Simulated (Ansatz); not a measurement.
The same path of BFH2 + H4Si (9 atoms, charge 0, multiplicity 1) was run twice with different band settings. Lost on the way: B1–H2, Si5–H9. Made: B1–Si5, H2–H9.

The calculation used RKS B3LYP-D4/def2-SVP in Ansatz.

Relaxed end points:

```xyz
9
Properties=species:S:1:pos:R:3
B -0.057 0.642 -0.115
H -0.051 1.318 0.884
H 0.936 0.268 -0.689
F -1.228 0.330 -0.644
Si 0.152 -2.678 1.162
H -0.627 -2.877 -0.091
H 1.544 -3.176 0.982
H -0.504 -3.396 2.291
H 0.199 -1.220 1.484
```

```xyz
9
Properties=species:S:1:pos:R:3
B -0.283 -0.652 -0.342
H 0.947 0.642 1.934
H 0.576 -0.054 -0.956
F -1.477 -0.081 -0.292
Si 0.026 -2.469 0.534
H -0.132 -3.537 -0.504
H 1.418 -2.564 1.070
H -0.941 -2.743 1.638
H 0.229 0.668 2.181
```

Common settings: climbing image yes; spring 5.0 eV/Å²; optimiser quadratic models (default); start path through a guess of the saddle point; force threshold 0.03 eV/Å; iteration limit 60; end points relaxed.

| run | movable images |
| --- | --- |
| 1 | 5 |
| 2 | 3 |

Problem. What does each run give, and how far can it be trusted?

Solution. Run 1: converged after 24 iterations, highest image 1.079 eV above the first end. A vibrational analysis at the climbing image gives one clearly imaginary mode, 923i cm⁻¹: a first-order saddle point.
Run 2: converged after 20 iterations, highest image 1.078 eV above the first end. Another band between the same ends (5 images) ends at a top of the same energy, where a vibrational analysis finds 1 clearly imaginary mode. So few images can step over the top or miss a turn of the path.
The orbitals stay closed-shell, which can raise the energy where a bond breaks towards radicals; this wasn't checked here.
